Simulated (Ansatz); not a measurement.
Molecule (SMILES): C=O (CH2-O).
Atoms: O1, C2, H3, H4. Bonds: O1-C2, C2-H3, C2-H4.

Basis-set convergence of the optimised C2-H3 bond length at MP2 with Ansatz (a first-principles code). The reference of a correlated method is not its basis-set limit, which lies further on. Cartesian d functions, on some or all atoms, in 6-31G*, 6-31+G*; all else is spherical. Cores are frozen. No added dispersion term, no relativity. Reference: the value in def2-QZVPPD, 1.0991 Å, itself unsure by roughly 0.0006 Å (its mean distance from pcseg-3, def2-QZVPP, cc-pVQZ). Deviations are taken from unrounded values.

| basis | functions | optimised C2-H3 bond length (Å) | minus reference (Å) |
|---|---|---|---|
| def2-SV(P) | 32 | 1.1177 | 0.0186 |
| 6-31G* | 34 | 1.1041 | 0.0050 |
| 6-31+G* | 42 | 1.1024 | 0.0033 |
| def2-SVPD | 59 | 1.1104 | 0.0113 |
| pcseg-2 | 88 | 1.0981 | -0.0010 |
| jun-cc-pV(T+d)Z | 106 | 1.1000 | 0.0009 |
| def2-TZVPPD | 111 | 1.0998 | 0.0007 |
| 6-311++G(3df,3pd) | 114 | 1.1002 | 0.0011 |
| aug-pcseg-2 | 138 | 1.0984 | -0.0007 |
